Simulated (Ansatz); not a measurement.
# Al₂H₃Cl: one species, many methods

Aim: compute Al₂H₃Cl with functionals from several rungs and with coupled cluster. The yardstick is the atomisation energy at the CCSD(T) limit.

The runs use Ansatz 0.2.0, Gaussian basis; functionals in def2-TZVPP, the program's frozen cores in correlated methods.

Plan: LDA (SPW92), PBE-D4, revPBE-D4, BLYP-D4, r2SCAN-D4, B97M-V, PBE0-D4, B3LYP-D4, r2SCANh-D4, r2SCAN0-D4, HSE06-D4, BHLYP-D4, CAM-B3LYP-D4, LC-ωPBE, ωB97X-V, ωB97M-V, B2PLYP, PBE-QIDH; CCSD(T)/def2-SVP; CCSD(T)/def2-TZVPP; MP2/def2-QZVPP; extrapolation to the limit; RPA on PBE.

### 1 The geometry

The geometry comes from an earlier relaxation with PBE0-D4 in a triple-zeta def2 set; it is a stationary point.

SMILES `[AlH2][AlH][Cl]`, 6 atoms, charge 0, spin multiplicity 1.

Atoms are counted from 1 here; the program's logs count them from 0.

Bond lengths: Al1–Al2 2.602 Å, Al1–H4 1.592 Å, Al1–H5 1.590 Å, Al2–Cl3 2.114 Å, Al2–H6 1.588 Å. Angles: Al2–Al1–H4 121.1°, Al2–Al1–H5 121.0°, H4–Al1–H5 117.9°, Al1–Al2–Cl3 116.9°, Al1–Al2–H6 129.0°, Cl3–Al2–H6 114.0°.

### 2 LDA

This LDA is Slater exchange with PW92 correlation.

in.yaml

```yaml
crystal:
  periodic: [false, false, false]
  atoms:
    - {symbol: Al, position_ang: [-0.893573, 0.255237, -0.988363]}
    - {symbol: Al, position_ang: [0.859361, -0.440896, 0.803590]}
    - {symbol: Cl, position_ang: [1.306493, 0.976144, 2.307152]}
    - {symbol: H, position_ang: [-1.279858, -0.722628, -2.184331]}
    - {symbol: H, position_ang: [-1.613061, 1.671457, -0.923444]}
    - {symbol: H, position_ang: [1.662738, -1.803414, 0.939195]}
basis:
  gaussian: {orbitals: def2-TZVPP}
hamiltonian: {xc: lda}
output: {orbitals: {seedname: orbitals}}
```

On the command line:

```sh
$ ansatz run in.yaml --threads 2 --pin off --events-out ev --progress --plain --max-ram 4352MiB
```

After this run come: PBE-D4 (GGA); revPBE-D4 (GGA); BLYP-D4 (GGA); r2SCAN-D4 (meta-GGA); B97M-V (meta-GGA); B3LYP-D4 (hybrid); r2SCANh-D4 (hybrid); r2SCAN0-D4 (hybrid); HSE06-D4 (hybrid); BHLYP-D4 (hybrid); CAM-B3LYP-D4 (range-separated); LC-ωPBE (range-separated); ωB97X-V (range-separated); ωB97M-V (range-separated); B2PLYP (double hybrid); PBE-QIDH (double hybrid); CCSD(T) in def2-SVP; CCSD(T) in def2-TZVPP; MP2 in def2-QZVPP; RPA on PBE orbitals.

Before running them: what should the planned runs give, taken together? Wanted: atomisation energy, CCSD(T)/CBS; farthest beyond LDA; mean size of error, GGA; mean size of error, meta-GGA; mean size of error, hybrid; mean size of error, range-separated; mean size of error, double hybrid; gap, smallest and largest; T1 diagnostic.

The runs gave:

| quantity | value |
| --- | --- |
| atomisation energy, CCSD(T)/CBS | 15.209 eV |
| functionals within 0.076 eV (0.5 %) | r2SCAN-D4, ωB97X-V |
| farthest beyond LDA | revPBE-D4 (-0.638 eV) |
| mean size of error, GGA | 0.535 eV |
| mean size of error, meta-GGA | 0.230 eV |
| mean size of error, hybrid | 0.284 eV |
| mean size of error, range-separated | 0.172 eV |
| mean size of error, double hybrid | 0.360 eV |
| gap, smallest and largest | 2.31 eV (LDA (SPW92)), 8.71 eV (LC-ωPBE) |
| T1 diagnostic | 0.0098 |
| triples share of the correlation energy | 3.4 % |

In words: The LDA atomisation energy is off by 1.172 eV (8 %): it overbinds. PBE-D4 is off by -0.421 eV. Double hybrids carry the basis error of their MP2 part in triple zeta, and no dispersion term here, so their miss is partly the set-up's. Taken by rung, range-separated functionals do best (0.172 eV on average) and GGA ones worst beyond LDA (0.535 eV). The gap between the best rungs is small, so their order is not settled. The reference freezes the cores and leaves out relativity and excitations past (T), so misses under about 0.076 eV can't be ranked. Hartree-Fock recovers 77 % of the binding; the rest is correlation. CCSD(T) in def2-SVP is off by -1.077 eV, which most functionals beat. Orbital gaps span 2.3 to 8.7 eV; exact exchange widens them.
